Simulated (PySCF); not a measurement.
## CCl⁺ from Hartree–Fock to correlated methods

State: ¹Σ⁺ (singlet), closed shell. Set-up: basis C cc-pVDZ, Cl cc-pV(D+d)Z; no relativity; PySCF 2.14. De refers to C⁺ + Cl in their high-spin ground configurations, without counterpoise correction. A positive dipole points towards Cl; it is taken about the centre of mass and depends on that origin.

```
      Level  Re (Å)  ωe (cm⁻¹)  De (eV)  μ (D)
        RHF   1.524       1299     4.12  -0.25
    RHF-MP2   1.542       1255     6.38    n/a
RHF-SCS-MP2   1.542       1250     6.13    n/a
   RHF-CCSD   1.547       1227     5.91    n/a
RHF-CCSD(T)   1.557       1184     6.22    n/a
        PBE   1.563       1149     7.32   0.05
     r²SCAN   1.551       1190     6.87   0.05
    r²SCANh   1.545       1212     6.68   0.04
       PBE0   1.542       1224     6.74   0.04
       MN15   1.537       1239     6.76  -0.04
     M06-2X   1.538       1240     6.54  -0.01
      ωB97X   1.535       1257     6.49   0.03
```

(1) Which functional lies closest to RHF-CCSD(T) in De, which farthest, and by how much do they differ from it?

(2) What does the step from GGA to meta-GGA do here, going from PBE to r²SCAN?

(3) What does second-order correlation do here, going from RHF to RHF-MP2?

Correlated steps freeze 6 core orbitals. Correlated levels converge slowly with the basis: in double zeta they bind strong bonds too weakly, by up to about 1 eV, and carry superposition errors of some tenths. For an ion De counts to the pair picked by the measured ionisation energies or electron affinities, which need not be the lowest pair at this level. Where the molecule has an RHF reference, its open-shell atoms are computed with UHF. The CCSD T1 diagnostic is raised, a sign that a single reference may not be enough here.

Answers

(1) Closest is ωB97X (-2.2 pm in Re, +6.2 % in ωe, +0.27 eV in De against RHF-CCSD(T) in the same basis), farthest PBE (+0.6 pm in Re, -3.0 % in ωe, +1.10 eV in De). CCSD(T) converges more slowly with the basis than the functionals do and binds too weakly in this one, so the order can change at the basis-set limit.

(2) r²SCAN less PBE: -1.2 pm in Re, +3.6 % in ωe, -0.45 eV in De. 

(3) RHF-MP2 less RHF: +1.8 pm in Re, -3.4 % in ωe, +2.26 eV in De. Correlation nearly always deepens the well. The bond lengthens, as in strong covalent bonds, where excitations into antibonding orbitals dominate.
